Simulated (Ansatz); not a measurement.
# H4NOSi radical: basis-set convergence

One table from this session's results is given with a row withheld; the runs are named, their logs left out.

The runs use Ansatz 0.2.0, Gaussian basis; one geometry, several basis sets.

The runs, in order: PBE0-D4/def2-SVP; ωB97M-V/def2-SVP; PBE0-D4/def2-QZVPP; ωB97M-V/def2-QZVPP; the functionals' def2-TZVPP values are taken from earlier runs.

## The relaxed structure

An earlier PBE0-D4 in a triple-zeta def2 set relaxation fixed the geometry.

SMILES `[NH][SiH2]O`, 7 atoms, charge 0, spin multiplicity 2.

Atoms are counted from 1 here; the program's logs count them from 0.

Bond lengths: N1–Si2 1.741 Å, N1–H4 1.022 Å, Si2–O3 1.637 Å, Si2–H5 1.484 Å, Si2–H6 1.493 Å, O3–H7 0.959 Å. Angles: Si2–N1–H4 114.4°, N1–Si2–O3 110.5°, N1–Si2–H5 113.2°, N1–Si2–H6 105.1°, O3–Si2–H5 105.4°, O3–Si2–H6 112.1°, H5–Si2–H6 110.7°, Si2–O3–H7 117.6°.

Geometry (Å):

```tsv
atom	x (Å)	y (Å)	z (Å)
N1	-1.2197	-0.3626	0.6667
Si2	0.1166	0.2121	-0.2900
O3	1.3985	-0.7951	-0.1469
H4	-2.1010	0.1255	0.4963
H5	-0.1843	0.2630	-1.7421
H6	0.4146	1.5772	0.2362
H7	1.6366	-1.0880	0.7342
```

Set-up of the first run:

in.yaml

```yaml
crystal:
  periodic: [false, false, false]
  atoms:
    - {symbol: N, position_ang: [-1.219713, -0.362609, 0.666653]}
    - {symbol: Si, position_ang: [0.116643, 0.212096, -0.289999]}
    - {symbol: O, position_ang: [1.398529, -0.795133, -0.146905]}
    - {symbol: H, position_ang: [-2.101004, 0.125483, 0.496327]}
    - {symbol: H, position_ang: [-0.184326, 0.263020, -1.742090]}
    - {symbol: H, position_ang: [0.414583, 1.577184, 0.236195]}
    - {symbol: H, position_ang: [1.636587, -1.088040, 0.734220]}
basis:
  gaussian: {orbitals: def2-SVP}
magnetization: {spin_polarized: true, initial_magnetization: 1}
hamiltonian: {xc: pbe0, dispersion: d4}
output: {orbitals: {seedname: orbitals}}
```

Steps of the session up to this table: PBE0-D4 in def2-SVP; ωB97M-V in def2-SVP; PBE0-D4 in def2-QZVPP; ωB97M-V in def2-QZVPP.

One table of the session follows, with a row left open; its other results are not shown here.

It belongs to the step «Functionals by basis». 

```
functional       basis  HOMO (eV)  LUMO (eV)
   PBE0-D4    def2-SVP      -7.82      -3.10
   PBE0-D4  def2-TZVPP      -8.11      -3.40
   PBE0-D4  def2-QZVPP      -8.16      -3.47
   ωB97M-V    def2-SVP     -10.16      -0.92
   ωB97M-V  def2-TZVPP     -10.48      -1.33
   ωB97M-V  def2-QZVPP          ?          ?
```

**Question.** Estimate the row for ωB97M-V, def2-QZVPP.

**Answer.** HOMO (eV): -10.53; LUMO (eV): -1.43. In the column «HOMO (eV)» it is the lowest.
